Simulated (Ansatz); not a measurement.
# Li2: a search for lower mean-field states

With the Ansatz DFT code, driven from Python.

Notebook, run cell by cell (the value of a cell's last expression is shown):

```python
import ansatz as az
import numpy as np
```

```python
geometry = (
    az.Crystal.molecule()
    .atom("Li", (0.0, 0.0, 0.0))
    .atom("Li", (0.0, 0.0, 2.57))
)
symbols = [site.symbol for site in geometry.cartesian_sites]
```

```python
start = np.array([site.position_ang for site in geometry.cartesian_sites])
for factor in [1.0, 1.3]:
    xyz = (start - start.mean(axis=0)) * factor
    scaled = az.Crystal.molecule()
    for symbol, place in zip(symbols, xyz):
        scaled = scaled.atom(symbol, place.tolist())
    base = scaled.calculation()
    base = base.basis(gaussian="def2-SVP")
    base = base.functional("HF")
    base = base.spin("collinear")
    for search in ("off", "standard"):
        try:
            data = base.scf(lower_state_search=search).run(threads=1).report
        except az.AnsatzError as error:
            print(f"x{factor} search {search}: {type(error).__name__}")
            continue
        state = data["mean_field"]["state"]
        print(f"all distances x{factor}, search {search:8s} E = {data['free_energy_ev']:.5f} eV  <S^2> = {abs(state['spin_squared']):.3f}  other states met: {len(data['mean_field']['others'])}")
```

    all distances x1.0, search off      E = -404.19277 eV  <S^2> = 0.000  other states met: 0
    all distances x1.0, search standard E = -404.19787 eV  <S^2> = 0.122  other states met: 4
    all distances x1.3, search off      E = -404.13668 eV  <S^2> = 0.000  other states met: 0
    all distances x1.3, search standard E = -404.26584 eV  <S^2> = 0.557  other states met: 5

Reading the output:
- These settings explore the input space; basis and method may be short of convergence.
- The count of other states can hold repeated and symmetry-equivalent ends of the search; scaling all distances is a test, and for more than two atoms no physical path.
- The expectation value of S² is noticeably off S(S+1) in at least one run, so that state is spin-contaminated.
- The spin state was assumed, and another may lie lower.
- Run time: 0.7 s on 1 thread of Arm Neoverse V2, with other jobs on the host, peak memory 0.13 GiB.

(Lines on the test bed's own set-up are left out of the output.)
